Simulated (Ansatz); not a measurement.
# Which is lower?

Two relaxed structures of CH2S2, closed shell (PBE0-D4/def2-TZVP; forces vanish, vibrations not checked).

A:

```
atom    x (Å)    y (Å)    z (Å)
  C1  -0.2577  -0.0630   0.2202
  S2   0.2813   0.9121   1.5311
  S3  -0.3191  -1.6715   0.1137
  H4  -0.5824   0.5753  -0.6045
  H5   0.5991  -0.1086   2.3497
```

B:

C1  (-0.063, 0.238, -0.251)
S2  (0.258, 0.011, 1.489)
S3  (0.139, -1.502, 0.085)
H4  (-1.070, 0.552, -0.504)
H5  (0.737, 0.702, -0.818)
(Å)

Ansatz 0.2.0; basis: def2-TZVPP; cores frozen in the correlated methods. B3LYP uses VWN-RPA correlation.

(1) Which structure is lower at CCSD(T), and by how much? (To be estimated.)

(2) Do the other methods give the same order? (A judgement: the text doesn't fix the answer.)

No T1 diagnostic of these runs exceeds 0.018. The restricted Hartree–Fock reference is unstable towards an unrestricted one at one or more of these structures.

## Answers

(1) Computed: A, by 2.17 kcal/mol (electronic energy, against the other). By their contacts, A is CH₂S₂ ([S][CH][SH]) and B is CH₂S₂ ([CH2]1[S][S]1).

(2) By the calculation: Not all: PBE0-D4 gives the other order.

```json
{"method": "PBE-D4", "E(B) − E(A) (kcal/mol)": "2.29"}
{"method": "r2SCAN-D4", "E(B) − E(A) (kcal/mol)": "3.03"}
{"method": "PBE0-D4", "E(B) − E(A) (kcal/mol)": "-0.16"}
{"method": "B3LYP-D4", "E(B) − E(A) (kcal/mol)": "4.51"}
{"method": "wB97M-V", "E(B) − E(A) (kcal/mol)": "0.34"}
{"method": "HF", "E(B) − E(A) (kcal/mol)": "3.02"}
{"method": "MP2", "E(B) − E(A) (kcal/mol)": "0.15"}
{"method": "CCSD", "E(B) − E(A) (kcal/mol)": "1.58"}
{"method": "CCSD(T)", "E(B) − E(A) (kcal/mol)": "2.17"}
```

Labels in which every atom is bracketed show which atoms are joined, not bond orders.

For scale, one of the runs: CCSD(T)/def2-TZVPP, 143 basis functions, launched by `ansatz run in.yaml --threads 2 --pin off --events-out ev --progress --plain --max-ram 4352MiB`. The run took 9 s on 2 CPU threads of an Arm Neoverse V2 (shared host), with 0.76 GiB of host memory at its peak.
